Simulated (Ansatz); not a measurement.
# SiHO2+ (triplet): from Hartree-Fock to the top rungs, cc-pVDZ

One table from this session's results is given with a row withheld; the runs are named, their logs left out.

The runs use Ansatz 0.2.0, Gaussian basis; cc-pVDZ, core rule «outside noble gas», up to 7 orbitals frozen.

The runs, in order: UHF; CCSD(T) on ROHF; CCSD(T) on UHF; BCCD(T) on ROHF; CISD; CCSDT(Q) on ROHF; CCSDT(Q) on UHF.

16 further runs of the same task are left out: 3 for a known fault of the program, 4 that didn't finish, 9 set aside as unsound or not needed.

**The geometry**

The geometry is a PBE0/def2-TZVP stationary point (not a proven minimum) of the parent state, kept for this charge and spin.

4 atoms, charge 1, spin multiplicity 3.

Atoms are counted from 1 here; the program's logs count them from 0.

Bond lengths: O1–Si3 1.627 Å, O1–H4 0.965 Å, O2–Si3 1.525 Å. Angles: Si3–O1–H4 116.9°, O1–Si3–O2 127.5°.

Set-up of the first run:

in.yaml

```yaml
crystal:
  periodic: [false, false, false]
  atoms:
    - {symbol: O, position_ang: [0.000000, 0.199858, 1.434628]}
    - {symbol: O, position_ang: [0.000000, 0.406627, -1.385152]}
    - {symbol: Si, position_ang: [0.000000, -0.387106, -0.083158]}
    - {symbol: H, position_ang: [0.000000, 1.159459, 1.531796]}
basis:
  gaussian: {orbitals: cc-pVDZ}
total_charge: 1
magnetization: {spin_polarized: true, initial_magnetization: 2}
hamiltonian: {xc: hf}
output: {orbitals: {seedname: orbitals}}
```

On the command line:

```bash
> ansatz run in.yaml --threads 1 --pin off --events-out ev --progress --plain --max-ram 2393MiB
```

Among the steps run: UHF; CCSD(T) on ROHF; CCSD(T) on UHF; BCCD(T) on ROHF; CISD; CCSDT(Q) on ROHF; CCSDT(Q) on UHF.

One of the session's tables, all rows but one given; the rest of the session is left out.

```
   method  from UCCSDT(Q) (meV)
     ROHF              +11446.7
      UHF              +11311.3
     RMP2                +904.2
     UMP2                +900.0
     CISD               +1336.4
    RCCSD                +357.3
    UCCSD                +354.4
 RCCSD(T)                 +72.0
 UCCSD(T)                     ?
  BCCD(T)                 +68.8
   RCCSDT                 +38.2
   UCCSDT                 +37.2
RCCSDT(Q)                  +7.5
UCCSDT(Q)                     0
```

Estimate the missing values for UCCSD(T).

**Answer.** from UCCSDT(Q) (meV): +71.2. In the column «from UCCSDT(Q) (meV)» it lies between BCCD(T) (+68.8) and RCCSD(T) (+72.0).

Caveats from the session: Restricted and unrestricted rows rest on different reference determinants; where their highest levels disagree by more than a few hundredths of an eV, they describe different states and don't form one ladder.
